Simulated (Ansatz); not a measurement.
fcc Rh: LDA at its full settings (plane-wave cutoff 520 eV, 24×24×24 k mesh, Fermi–Dirac smearing 0.05 eV, no spin polarisation, scalar-relativistic PAW data made under PBE) and at cheaper ones, in a cell of 1 atom with Γ-centred meshes.

```
level and setting             lattice constant a (Å)  bulk modulus (GPa)
----------------------------  ----------------------  ------------------
LDA (Ansatz)                                   3.754                 318
LDA (Γ point alone) (Ansatz)                   3.839                 434
LDA (2×2×2 k mesh) (Ansatz)                    4.058                 126
LDA (4×4×4 k mesh) (Ansatz)                        …                   …
```

Complete the blanks.


- LDA (4×4×4 k mesh) (Ansatz, a program for electronic structure), lattice constant a (Å): 3.722
- LDA (4×4×4 k mesh) (Ansatz), bulk modulus (GPa): 333

Largest shifts from the full settings: lattice constant a +8.10 % (LDA (2×2×2 k mesh)), against a difference of -1.05 % of the full result from the reference 3.794 Å (measured, static lattice: zero-point anharmonic expansion removed; as tabulated in Mejia-Rodriguez and Trickey (2018), arXiv:1807.09216); bulk modulus -60 % (LDA (2×2×2 k mesh)), against a difference of +17.3 % of the full result from the reference 271 GPa (measured, corrected for temperature and zero-point phonon effects, sources range from 271 to 289; as tabulated in Levämäki et al. (2014), arXiv:1402.3671).

Ansatz's density-functional and Hartree–Fock values are scalar-relativistic unless marked +SOC, with PAW data made under PBE.

Run with cheap settings on purpose, which may leave them unconverged: LDA (2×2×2 k mesh), LDA (4×4×4 k mesh), LDA (Γ point alone).
